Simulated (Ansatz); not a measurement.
# C7H16: up Jacob's ladder to CCSD(T)

The task here is to estimate one member of a computed series from the others.

Computed with Ansatz 0.2.0, Gaussian basis. Level: functionals in def2-TZVPP, the program's frozen cores in correlated methods.

Levels to be run: PBE-D4, r2SCAN-D4, PBE0-D4, B3LYP-D4, ωB97X-V, ωB97M-V, B2PLYP; CCSD(T)/def2-TZVPP; MP2/def2-QZVPP; extrapolation to the limit.

1 further run of the same task is left out (it didn't finish).

## The geometry

An earlier PBE0-D4 in a triple-zeta def2 set relaxation fixed the geometry.

SMILES `CCC(C)C(C)C`, 23 atoms, charge 0, spin multiplicity 1.

Atoms are counted from 1 here; the program's logs count them from 0.

Bond lengths: C1–C2 1.520 Å, C1–H8 1.092 Å, C1–H9 1.092 Å, C1–H10 1.094 Å, C2–C3 1.528 Å, C2–H11 1.096 Å, C2–H12 1.096 Å, C3–C4 1.523 Å, C3–C5 1.539 Å, C3–H13 1.100 Å, C4–H14 1.094 Å, C4–H15 1.092 Å, C4–H16 1.092 Å, C5–C6 1.523 Å, C5–C7 1.523 Å, C5–H17 1.098 Å, C6–H18 1.093 Å, C6–H19 1.093 Å and more. Angles: C2–C1–H8 111.1°, C2–C1–H9 112.0°, C2–C1–H10 111.0°, H8–C1–H9 107.3°, H8–C1–H10 107.6°, H9–C1–H10 107.6°, C1–C2–C3 114.3°, C1–C2–H11 109.2°, C1–C2–H12 109.0°, C3–C2–H11 109.5°, C3–C2–H12 108.5°, H11–C2–H12 106.1°, C2–C3–C4 111.5°, C2–C3–C5 111.4°, C2–C3–H13 106.8°, C4–C3–C5 113.2°, C4–C3–H13 107.5°, C5–C3–H13 105.9° and more.

Set-up of the first run:

Contents of in.yaml:

```yaml
crystal:
  periodic: [false, false, false]
  atoms:
    - {symbol: C, position_ang: [0.635496, -2.004088, -1.867706]}
    - {symbol: C, position_ang: [0.868551, -0.699201, -1.124165]}
    - {symbol: C, position_ang: [-0.317963, -0.236849, -0.279317]}
    - {symbol: C, position_ang: [-0.598951, -1.202934, 0.864655]}
    - {symbol: C, position_ang: [-0.143251, 1.219868, 0.186871]}
    - {symbol: C, position_ang: [-1.438180, 1.803535, 0.735128]}
    - {symbol: C, position_ang: [0.988671, 1.409841, 1.188580]}
    - {symbol: H, position_ang: [1.484954, -2.247416, -2.510168]}
    - {symbol: H, position_ang: [0.494237, -2.844623, -1.184749]}
    - {symbol: H, position_ang: [-0.252881, -1.940749, -2.503158]}
    - {symbol: H, position_ang: [1.754247, -0.800837, -0.486779]}
    - {symbol: H, position_ang: [1.104915, 0.087088, -1.850471]}
    - {symbol: H, position_ang: [-1.198049, -0.239309, -0.938485]}
    - {symbol: H, position_ang: [0.276284, -1.318066, 1.510272]}
    - {symbol: H, position_ang: [-0.859921, -2.193822, 0.488592]}
    - {symbol: H, position_ang: [-1.431518, -0.866612, 1.485881]}
    - {symbol: H, position_ang: [0.114524, 1.793513, -0.713462]}
    - {symbol: H, position_ang: [-2.262034, 1.681223, 0.026649]}
    - {symbol: H, position_ang: [-1.327157, 2.871837, 0.938341]}
    - {symbol: H, position_ang: [-1.730309, 1.325287, 1.674032]}
    - {symbol: H, position_ang: [1.123069, 2.470386, 1.416175]}
    - {symbol: H, position_ang: [0.774228, 0.900389, 2.132044]}
    - {symbol: H, position_ang: [1.941039, 1.031529, 0.811249]}
basis:
  gaussian: {orbitals: def2-TZVPP}
hamiltonian: {xc: pbe, dispersion: d4}
output: {forces: true, orbitals: {seedname: orbitals}}
```

Steps of the session up to this table: PBE-D4 (GGA); r2SCAN-D4 (meta-GGA); PBE0-D4 (hybrid); B3LYP-D4 (hybrid); ωB97X-V (range-separated); ωB97M-V (range-separated); B2PLYP (double hybrid); CCSD(T) in def2-TZVPP; MP2 in def2-QZVPP.

One of the session's tables, all rows but one given; the rest of the session is left out.

```
            method  atoms, summed (eV)  atomisation energy (kJ/mol)
            PBE-D4           -7416.889                       9283.4
         r2SCAN-D4           -7424.063                       9156.1
           PBE0-D4           -7419.299                       9202.5
          B3LYP-D4           -7430.091                       9147.9
           ωB97X-V           -7426.913                       9151.3
           ωB97M-V           -7424.096                       9163.9
            B2PLYP           -7422.369                       9052.7
     HF/def2-TZVPP                   ?                            ?
    MP2/def2-TZVPP           -7409.853                       9029.3
   CCSD/def2-TZVPP           -7413.741                       8863.2
CCSD(T)/def2-TZVPP           -7414.128                       8963.0
           MP2/CBS           -7412.014                       9208.6
       CCSD(T)/CBS           -7416.289                       9142.3
```

**Question.** Estimate the row for HF/def2-TZVPP.

**Answer.** atoms, summed (eV): -7397.260; atomisation energy (kJ/mol): 6966.3. In the column «atoms, summed (eV)» it is the highest.
